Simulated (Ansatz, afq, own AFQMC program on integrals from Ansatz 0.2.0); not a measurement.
Where AFQMC and coupled cluster stand for CH₄Ge, singlet

```xyz
6

Ge    0.0000    0.0165    0.3001
C     0.0000   -0.1611   -1.8315
H     0.0000    1.4083    0.9689
H     1.2475   -0.7666    0.7504
H    -1.2475   -0.7665    0.7504
H     0.0000    0.8567   -2.2729
```

Connectivity, by distances: GeH3–CH.

Basis 6-31G. Noble-gas cores (and the filled d shells of Ga–Kr and In–Xe) are frozen. Ansatz 0.2.0 and our own AFQMC program on the same integrals; the CISD trial comes from CCSD amplitudes, and released means the phaseless constraint is let go. ± is one standard error of the sampling. No spin–orbit coupling.

Determinant: RHF, the one that the program's search chose, which needn't be the lowest solution. The geometry is a point of a scan.

No full CI on the walks' own integrals is used here. The released AFQMC energy serves as the reference, which it does only where one determinant dominates, the energy is flat over the last release times and near the phaseless one (40 meV or 2 meV an electron, half that with transition metals). On small molecules, where full CI could be run and the noise was under 10 meV, such values lay within 10 meV of it in 19 cases of 20, a flattering rate, since the rule was set on those same cases; what remains of the bias isn't in the error bar.

Cautions: no relativity below Rb; no spin-orbit coupling; inner d shell frozen; higher spins were not checked; restricted determinant unstable towards unrestricted (UHF 589 meV lower, ⟨S²⟩ 0.78); the released value is read at 2.40 1/Eh with a noise of 18 meV, more than in the cases checked (meV from the phaseless value at times in 1/Eh: -4 ± 10 at 0.24, 0 ± 9 at 0.51, -13 ± 10 at 0.99, 3 ± 16 at 1.62, -21 ± 18 at 2.40).

```
T1 diagnostic                               : 0.0141
weight of the determinant in the CISD state : 0.881
size of the correlated space                : 12 electrons in 31 orbitals
```

| level | correlation energy (eV) |
| --- | --- |
| MP2 | -3.3009 |
| CCSD | -4.3661 |
| CCSD(T) | -4.4647 |

(1) Estimate where phaseless AFQMC with a CISD trial lies against CCSD(T) on the same integrals.

(1) 2.6 ± 1.1 kJ/mol below CCSD(T).

Reference: AFQMC with the constraint released, correlation energy -4.512 ± 0.018 eV.

```csv
level,E − E(reference) (kJ/mol),share of correlation (%)
CCSD(T),4.6 ± 1.7,98.95
ph-AFQMC/CISD,2.0 ± 2.0,99.54
```

A walk keeps the symmetry of its determinant, which the program's search chose and which needn't be the lowest solution, so a lower state of the same spin and another symmetry isn't excluded. Released energies are given only where the last usable release times agree within the noise; a slower fall can still hide under it.
